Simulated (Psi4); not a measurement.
**triplet CH3BO: levels of theory compared**

Wanted: a comparison of 3 runs (UHF/STO-3G, UB3LYP/6-31G*) of triplet CH3BO. 

Program for the calculation: Psi4 1.11.

1 further run of the same task is left out (set aside as unsound or not needed). Runs told in other sessions of the task aren't counted.

### 1 The structure to begin with

CH3BO has 6 atoms, charge 0, and is taken as a triplet. As SMILES of the parent species, `[BH3-]C#[O+]`. The coordinates come from a PBE0-D4/def2-TZVP relaxation. That shape belongs to the parent species and isn't relaxed for this state.

Bond lengths: B1–C2 1.512 Å, C2–O3 1.127 Å, B1–H4 1.209 Å, B1–H5 1.209 Å, B1–H6 1.209 Å. Angles: B1–C2–O3 179.9°, C2–B1–H4 104.6°, C2–B1–H5 104.5°, C2–B1–H6 104.5°, H4–B1–H5 113.9°, H4–B1–H6 113.9°, H5–B1–H6 113.9°.

### 2 Energy and gradient at UHF/STO-3G (run 1)

Input file ch3bo.dat:

```
memory 2200 mb

molecule system {
  0 3
  B     -0.275160     0.419730    -0.199910
  C      0.494180    -0.755680     0.359250
  O      1.068320    -1.631140     0.776320
  H     -1.437140     0.121710    -0.050320
  H      0.069540     0.485120    -1.356800
  H      0.080260     1.360240     0.471460
  units angstrom
  symmetry c1
}

set reference uhf
set puream true
set e_convergence 1e-09
set d_convergence 1e-08
set scf_type pk
set maxiter 100

result, w = gradient("scf/STO-3G", return_wfn=True)
oeprop(w, "LOWDIN_CHARGES", "QUADRUPOLE", "MAYER_INDICES")
print_variables()
```

Command:

```sh
psi4 ch3bo.dat ch3bo.out -n 1
```

ch3bo.out:

```text
[...]
  Running in c1 symmetry.
[...]
  Nuclear repulsion =   56.830250486033535
[...]
  Multiplicity = 3
[...]
  Nalpha       = 12
  Nbeta        = 10
[...]
    Number of basis functions: 18
[...]
   @UHF iter   1:  -136.99091029216345   -1.77573e+00   1.41965e-02 ADIIS/DIIS
[...]
   @UHF iter  63:  -137.05185278423804    3.80851e-12   7.76039e-09 DIIS
[...]
   @S^2 Observed:                2.122124847E+00
[...]
  @UHF Final Energy:  -137.05185278423804
   => Energetics <=
    Nuclear Repulsion Energy =             56.8302504860335347
    One-Electron Energy =                -299.7400379392593095
    Two-Electron Energy =                 105.8579346689877241
    Total Energy =                       -137.0518527842380365
  UHF NO Occupations:
  HONO-2 :   10  A 1.9453003
  HONO-1 :   11  A 1.0000000
  HONO-0 :   12  A 1.0000000
  LUNO+0 :   13  A 0.0546997
  LUNO+1 :   14  A 0.0043526
[...]
  -Total Gradient:
     Atom            X                  Y                   Z
    ------   -----------------  -----------------  -----------------
       1        0.024573765926     0.110121901399     0.052359881223
       2        0.167537498657    -0.284699819315     0.113989266583
       3       -0.180456161709     0.277778630741    -0.130188153257
       4       -0.008271662568    -0.035998327094    -0.009187313550
       5       -0.000026986127    -0.034528842267    -0.016254139716
       6       -0.003356454177    -0.032673543464    -0.010719541282
[...]
 Multipole Moments:
 ------------------------------------------------------------------------------------
     Multipole            Electronic (a.u.)      Nuclear  (a.u.)        Total (a.u.)
 ------------------------------------------------------------------------------------
 L = 1.  Multiply by 2.5417464519 to convert [e a0] to [Debye]
 Dipole X            :          1.8345026           -1.7680871            0.0664154
 Dipole Y            :         -2.2268885            2.7021024            0.4752139
 Dipole Z            :          1.4695867           -1.2851222            0.1844645
 Magnitude           :                                                    0.5140685
 L = 2.  Multiply by 1.3450342976 to convert [e a0^2] to [Debye ang]
 Quadrupole XX       :        -47.6232697           34.0388274          -13.5844423
 Quadrupole XY       :         41.6817876          -40.7629115            0.9188761
[...]
```

It took 1.8 s on 1 thread of AMD EPYC 7R43 (Zen 3), shared host; peak memory 0.18 GiB.

### 3 Energy and gradient at UB3LYP/6-31G(d) (spherical functions) (run 2)

Input file ch3bo.xyz:

```xyz
6
CH3BO
B     -0.275160     0.419730    -0.199910
C      0.494180    -0.755680     0.359250
O      1.068320    -1.631140     0.776320
H     -1.437140     0.121710    -0.050320
H      0.069540     0.485120    -1.356800
H      0.080260     1.360240     0.471460
```

Input file ch3bo.py:

```python
import psi4

psi4.set_memory('2200 MB')
psi4.set_num_threads(1)
psi4.set_output_file('psi4.out', False)

with open('ch3bo.xyz') as f:
    atoms = ''.join(f.readlines()[2:])
geom = psi4.geometry('0 3\n' + atoms + 'symmetry c1\nno_reorient\nno_com')

psi4.set_options({
    'basis': '6-31G*',
    'reference': 'uks',
    'puream': True,
    'e_convergence': 1e-09,
    'd_convergence': 1e-08,
    'scf_type': 'pk',
    'dft_radial_points': 99,
    'dft_spherical_points': 590,
    'maxiter': 100,
})

energy_value, wavefunction = psi4.gradient("B3LYP", molecule=geom, return_wfn=True)
psi4.oeprop(wavefunction, "LOWDIN_CHARGES", "MULLIKEN_CHARGES", "QUADRUPOLE")
print('gradient / Eh bohr^-1')
print(energy_value.np.round(6))
print(f'energy = {wavefunction.energy():.10f} Eh')
```

Command:

```sh
python ch3bo.py
```

psi4.out:

```text
[...]
  Running in c1 symmetry.
[...]
  Nuclear repulsion =   56.830250486033535
[...]
  Multiplicity = 3
[...]
  Nalpha       = 12
  Nbeta        = 10
[...]
    Number of basis functions: 48
[...]
   @UKS iter   1:  -139.60129999829215   -1.93470e-01   9.54683e-03 DIIS/ADIIS
[...]
   @UKS iter  28:  -139.72254222936675    4.23483e-12   8.62054e-09 DIIS
[...]
   @S^2 Observed:                2.011116903E+00
[...]
  @UKS Final Energy:  -139.72254222936675
   => Energetics <=
    Nuclear Repulsion Energy =             56.8302504860335347
    One-Electron Energy =                -301.2671669684259541
    Two-Electron Energy =                 120.2202022336458072
    DFT Exchange-Correlation Energy =     -15.5058279806201575
    Empirical Dispersion Energy =           0.0000000000000000
    VV10 Nonlocal Energy =                  0.0000000000000000
    Total Energy =                       -139.7225422293667521
  UHF NO Occupations:
  HONO-2 :   10  A 1.9976357
  HONO-1 :   11  A 1.0000000
[...]
  -Total Gradient:
     Atom            X                  Y                   Z
    ------   -----------------  -----------------  -----------------
       1       -0.007035945807     0.070397835365     0.011128967747
       2        0.084831515358    -0.128491970469     0.061798131823
       3       -0.098481874096     0.148961673753    -0.071852277071
       4        0.026645391944    -0.021535277529    -0.018832591175
       5       -0.015172992361    -0.031680023268     0.017496513325
       6        0.009213725333    -0.037652015278     0.000261186589
[...]
 Multipole Moments:
 ------------------------------------------------------------------------------------
     Multipole            Electronic (a.u.)      Nuclear  (a.u.)        Total (a.u.)
 ------------------------------------------------------------------------------------
 L = 1.  Multiply by 2.5417464519 to convert [e a0] to [Debye]
 Dipole X            :        -17.0041748           16.7212416           -0.2829332
 Dipole Y            :         26.1966147          -25.5443351            0.6522796
 Dipole Z            :        -12.2991088           12.1525453           -0.1465636
 Magnitude           :                                                    0.7259481
 L = 2.  Multiply by 1.3450342976 to convert [e a0^2] to [Debye ang]
 Quadrupole XX       :        -61.3529533           46.6058178          -14.7471355
 Quadrupole XY       :         61.6297936          -59.9608863            1.6689072
[...]
```

The script printed:

```text
gradient / Eh bohr^-1
[[-0.007036  0.070398  0.011129]
 [ 0.084832 -0.128492  0.061798]
 [-0.098482  0.148962 -0.071852]
 [ 0.026645 -0.021535 -0.018833]
 [-0.015173 -0.03168   0.017497]
 [ 0.009214 -0.037652  0.000261]]
energy = -139.7225422294 Eh
```

Run time: 27 s. Hardware: 1 thread of AMD EPYC 7R43 (Zen 3), shared host; peak memory 0.65 GiB.

### 4 Energy and gradient at UB3LYP/6-31G(d) (Cartesian functions) (run 3)

Input file calc.in:

```
memory 2200 MB

molecule mol {
  0 3
  B     -0.275160     0.419730    -0.199910
  C      0.494180    -0.755680     0.359250
  O      1.068320    -1.631140     0.776320
  H     -1.437140     0.121710    -0.050320
  H      0.069540     0.485120    -1.356800
  H      0.080260     1.360240     0.471460
  units angstrom
  symmetry c1
}

set reference uks
set puream false
set e_convergence 1e-09
set d_convergence 1e-08
set scf_type pk
set dft_radial_points 99
set dft_spherical_points 590
set maxiter 100

result, w = gradient("b3lyp/6-31G*", return_wfn=True)
oeprop(w, "WIBERG_LOWDIN_INDICES", "DIPOLE", "QUADRUPOLE")
```

Command:

```sh
psi4 -i calc.in -o calc.out -n 1
```

calc.out:

```text
[...]
  Running in c1 symmetry.
[...]
  Nuclear repulsion =   56.830250486033535
[...]
  Multiplicity = 3
[...]
  Nalpha       = 12
  Nbeta        = 10
[...]
    Number of basis functions: 51
[...]
   @UKS iter   1:  -139.60321515634243   -1.94538e-01   9.21859e-03 DIIS/ADIIS
[...]
   @UKS iter  29:  -139.72521882549236    3.80851e-12   5.94826e-09 DIIS
[...]
   @S^2 Observed:                2.011094208E+00
[...]
  @UKS Final Energy:  -139.72521882549236
   => Energetics <=
    Nuclear Repulsion Energy =             56.8302504860335347
    One-Electron Energy =                -301.2506911202019637
    Two-Electron Energy =                 120.1839506805900442
    DFT Exchange-Correlation Energy =     -15.4887288719139882
    Empirical Dispersion Energy =           0.0000000000000000
    VV10 Nonlocal Energy =                  0.0000000000000000
    Total Energy =                       -139.7252188254923624
  UHF NO Occupations:
  HONO-2 :   10  A 1.9976399
  HONO-1 :   11  A 1.0000000
[...]
  -Total Gradient:
     Atom            X                  Y                   Z
    ------   -----------------  -----------------  -----------------
       1       -0.007046672165     0.070453075541     0.011131618525
       2        0.084443758757    -0.127856305632     0.061528043495
       3       -0.098050696132     0.148293670223    -0.071541542717
       4        0.026625761857    -0.021534400799    -0.018854702448
       5       -0.015192505608    -0.031679222976     0.017474617624
       6        0.009220172335    -0.037676592268     0.000261894603
[...]
 Multipole Moments:
 ------------------------------------------------------------------------------------
     Multipole            Electronic (a.u.)      Nuclear  (a.u.)        Total (a.u.)
 ------------------------------------------------------------------------------------
 L = 1.  Multiply by 2.5417464519 to convert [e a0] to [Debye]
 Dipole X            :          1.4821146           -1.7680871           -0.2859725
 Dipole Y            :         -2.0450969            2.7021024            0.6570056
 Dipole Z            :          1.1363696           -1.2851222           -0.1487525
 Magnitude           :                                                    0.7318223
 L = 2.  Multiply by 1.3450342976 to convert [e a0^2] to [Debye ang]
 Quadrupole XX       :        -48.3109727           34.0388274          -14.2721453
 Quadrupole XY       :         41.5229826          -40.7629115            0.7600711
[...]
```

It took 29 s on 1 thread of AMD EPYC 7R43 (Zen 3), shared host; peak memory 0.69 GiB.

### 5 All runs side by side

| run | level | integration grid | Cartesian functions | energy (Eh) | dipole moment (D) | HOMO energy (eV) | ⟨S²⟩ | wall time |
| --- | --- | --- | --- | --- | --- | --- | --- | --- |
| 1 | UHF/STO-3G | – | no | -137.051853 | 1.31 | -4.59 | 2.122 | 1.8 s |
| 2 | UB3LYP/6-31G* (spherical functions) | 99 radial × 590 angular | no | -139.722542 | 1.85 | -2.47 | 2.011 | 27 s |
| 3 | UB3LYP/6-31G* (Cartesian functions) | 99 radial × 590 angular | yes | -139.725219 | 1.86 | -2.46 | 2.011 | 29 s |

### 6 Outcome

| quantity | value |
| --- | --- |
| run 3: total energy | -139.72522 Eh |
| run 3: dipole moment | 1.86 D |
| run 3: HOMO energy (highest over α and β) | -2.46 eV |
| run 3: ⟨S²⟩ | 2.011 |
| run 3: largest force on an atom | 9.854 eV/Å |

**Reading.** The dipole moment (its size) runs from 1.31 D (UHF/STO-3G) to 1.86 D (UB3LYP/6-31G*). The two ends differ in method and basis. In run 1 the basis is minimal, so the values are rough. Spin contamination of the reference: run 1 ⟨S²⟩ = 2.12. All runs together took 59 s, the longest 29 s.
